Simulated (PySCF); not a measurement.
**TDDFT excited states: C4H9NS**

Species: C4H9NS.
SMILES: `CCNC(C)=S`

Computed, not measured: TDDFT PBE0/def2-SVPD, vertical, gas phase, core orbitals frozen in the response (PySCF 2.14.0, density-fitted response routines). Geometry: GFN2-xTB, one conformer, isolated molecule. Torsions of this conformer, `[CH3:1][CH2:2][NH:3][C:4]([CH3:5])=[S:6]`: C1–C2–N3–C4 119°, C2–N3–C4–C5 -176°.

```csv
state,λ (nm),E (eV),f,"main configurations (H = HOMO, L = LUMO)"
S1,354.8,3.49,0.0001,H→L (99%)
S2,238.4,5.20,0.181,"H-1→L (83%), H→L+1 (11%)"
S3,231.7,5.35,0.074,"H→L+1 (86%), H-1→L (10%)"
S4,212.3,5.84,0.0039,H-1→L+1 (98%)
S5,200.5,6.19,0.0019,H→L+2 (87%)
S6,197.4,6.28,0.051,H→L+3 (93%)
S7,191.3,6.48,0.0070,"H→L+4 (50%), H→L+5 (39%)"
S8,188.3,6.58,0.0034,"H→L+5 (50%), H→L+4 (43%)"
```

Triplets (Tamm–Dancoff): T1 3.16 eV, H→L (99%); T2 3.41 eV, H-1→L (97%); T3 5.26 eV, H→L+1 (95%).

The lowest singlet comes at 355 nm (337 kJ/mol) in the ultraviolet; it is dark (f under 0.0005); its leading configuration is HOMO→LUMO (99%). The strongest level in the table is S2 at 5.20 eV (238 nm, f = 0.181). S1 has the pattern of n→π* at C=S. Of the 8 states listed, 3 reach f = 0.01 and 1 stays under 0.0005. Orbital energies (eV): HOMO-3 -9.99, HOMO-2 -9.37, HOMO-1 -6.58, HOMO -5.93, LUMO -0.75, LUMO+1 0.33, LUMO+2 1.12. The oscillator strengths of these states sum to 0.321; summed over the whole spectrum of an exact calculation they would give the number of electrons, 56 (Thomas–Reiche–Kuhn). No computed singlet lies in the visible range (380 to 750 nm); the lowest, at 355 nm, stands 0.23 eV above its violet end (3.26 eV); a Tamm–Dancoff triplet lies at 392 nm, without intensity as long as spin–orbit coupling is left out. Only the lowest 8 singlets were computed, as vertical energies without vibronic structure.
